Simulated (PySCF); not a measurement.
Vibration and rotation of SH

UHF-CCSD(T) constants of SH, ²Π (doublet), unpaired electrons π ↑ (H def2-SVPD, S def2-SVPD; no relativity (PySCF 2.14); masses 1.0078 and 31.9721 u):

* ωe: 2707.1 cm⁻¹
* ωexe: 50.5 cm⁻¹
* Be: 9.4174 cm⁻¹
* αe: 0.273 cm⁻¹
* D (centrifugal): 0.000456 cm⁻¹
* De to H + S: 3.53 eV

**Question.** Give the vibrational terms G(v) and spacings up to v = 6.

**Answer.** G(v) = ωe(v+½) − ωexe(v+½)².

```
v  G(v) (cm⁻¹)  G(v) − G(v−1)  Bv (cm⁻¹)
0         1341                     9.281
1         3947           2606      9.008
2         6452           2505      8.735
3         8856           2404      8.462
4        11159           2303      8.189
5        13361           2202      7.916
6        15463           2101      7.643
```

**Question.** How well does the Morse estimate ωe²/(4ωexe) reproduce De, and what is D0?

**Answer.** It gives 4.50 eV, 127 % of the computed De. D0 = De − G(0) = 3.53 − 0.17 = 3.36 eV.

Correlated steps freeze 5 core orbitals. Correlated levels converge slowly with the basis: in double zeta they bind strong bonds too weakly, by up to about 1 eV, and carry superposition errors of some tenths. The state is the lowest determinant that a PBE0 search found; another state may lie lower at other levels.
